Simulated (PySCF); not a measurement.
**SMILES P(C#C)(=C)(C)C, C5H9P**

Molfile (atoms numbered from 1):
```
C5H9P
     RDKit          3D

 15 14  0  0  0  0  0  0  0  0999 V2000
    2.4523   -0.4179    1.2640 C   0  0  0  0  0  0  0  0  0  0  0  0
    1.4396   -0.1902    0.6581 C   0  0  0  0  0  0  0  0  0  0  0  0
   -0.0011    0.2505   -0.2597 P   0  0  0  0  0  5  0  0  0  0  0  0
    0.3443    1.6880   -1.1002 C   0  0  0  0  0  0  0  0  0  0  0  0
   -0.5049   -1.4691   -0.8388 C   0  0  0  0  0  0  0  0  0  0  0  0
   -1.2718    0.5761    1.0074 C   0  0  0  0  0  0  0  0  0  0  0  0
    3.3339   -0.6289    1.7969 H   0  0  0  0  0  0  0  0  0  0  0  0
   -0.5576    2.0948   -1.5547 H   0  0  0  0  0  0  0  0  0  0  0  0
    1.1335    1.5464   -1.8351 H   0  0  0  0  0  0  0  0  0  0  0  0
   -1.4548   -1.3932   -1.3694 H   0  0  0  0  0  0  0  0  0  0  0  0
    0.2518   -1.8358   -1.5321 H   0  0  0  0  0  0  0  0  0  0  0  0
   -0.6008   -2.1695   -0.0118 H   0  0  0  0  0  0  0  0  0  0  0  0
   -1.3343   -0.2501    1.7136 H   0  0  0  0  0  0  0  0  0  0  0  0
   -0.9991    1.4952    1.5222 H   0  0  0  0  0  0  0  0  0  0  0  0
   -2.2354    0.7118    0.5177 H   0  0  0  0  0  0  0  0  0  0  0  0
  1  2  3  0
  2  3  1  0
  3  4  2  0
  3  5  1  0
  3  6  1  0
  1  7  1  0
  4  8  1  0
  4  9  1  0
  5 10  1  0
  5 11  1  0
  5 12  1  0
  6 13  1  0
  6 14  1  0
  6 15  1  0
M  END
```

Method: PySCF 2.14.0, GIAO B97-2/pcSseg-1 magnetisability, rotational g tensor and spin-rotation constants, non-relativistic, gas phase. Geometry: GFN2-xTB.

Problem. Give the nuclear spin-rotation constants along the inertial axes (H = +C I·J) beside the isotropic shieldings.

Solution. Rotational constants 3.4088, 2.2970, 2.0899 GHz. A star marks the isotopologue with that one atom substituted, in its own axes.
| atom | isotope | Caa (kHz) | Cbb (kHz) | Ccc (kHz) | mean (kHz) | σ (ppm) |
| --- | --- | --- | --- | --- | --- | --- |
| P3 | 31P | 5.418 | 3.277 | 3.050 | 3.915 | 355.7 |
| H7 | 1H | 0.075 | -0.265 | -0.241 | -0.144 | 29.6 |
| H8 | 1H | 0.025 | -0.240 | -0.253 | -0.156 | 31.9 |
| H9 | 1H | -0.346 | -0.239 | -0.018 | -0.201 | 31.7 |
| H10 | 1H | 0.080 | -0.250 | -0.264 | -0.144 | 30.9 |
| H11 | 1H | -0.345 | -0.254 | 0.025 | -0.191 | 30.3 |
| H12 | 1H | -0.325 | -0.075 | -0.142 | -0.181 | 30.0 |
| H13 | 1H | -0.333 | -0.080 | -0.147 | -0.187 | 30.3 |
| H14 | 1H | -0.370 | -0.058 | -0.127 | -0.185 | 30.0 |
| H15 | 1H | 0.105 | -0.283 | -0.225 | -0.134 | 30.1 |
| C1 | 13C* | 0.261 | 0.816 | 0.668 | 0.581 | 94.3 |
| C2 | 13C* | -0.017 | 0.825 | 0.779 | 0.529 | 102.6 |
| C4 | 13C* | 0.390 | 0.325 | 0.212 | 0.309 | 184.3 |
| C5 | 13C* | 0.581 | 0.307 | 0.381 | 0.423 | 154.6 |

For the geometry as given, no vibrational averaging.

Problem. How do the rotational constants and the g tensor change when H7, H8, H9, H10, H11, H12, H13, H14, H15 are replaced by deuterium?

Solution. Constants 2.7014, 1.9140, 1.7595 GHz; g -0.0134, 0.0030, -0.0072, against -0.0166, 0.0036, -0.0084 before.
